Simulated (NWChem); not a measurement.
Correlation energy of hydroxide (HO (-1))

SMILES: [OH-]
```xyz
2

O      0.0000     0.0000     0.1090
H      0.0000     0.0000    -0.8717
```
Charge -1, spin multiplicity 1.

Program: NWChem. The geometry was optimised at PBE0/def2-SVP, a minimum by its harmonic frequencies.

Basis set: def2-TZVPD. Each correlation energy counts from its own Hartree-Fock reference.

The correlated methods keep 1 core orbital frozen. The anion's geometry comes from a basis without diffuse functions. No row is a measurement; the coupled-cluster row has its own basis-set and correlation limits.

Order these methods by the correlation energy they give, lowest first: MP2, SCS-MP2, CR-CCSD[T], CR-CCSD(T), CCSD, CCSD+T(CCSD).

CCSD+T(CCSD) (-290.5 mHa), CR-CCSD[T] (-288.3 mHa), CR-CCSD(T) (-287.2 mHa), MP2 (-281.5 mHa), CCSD (-277.5 mHa), SCS-MP2 (-274.6 mHa)
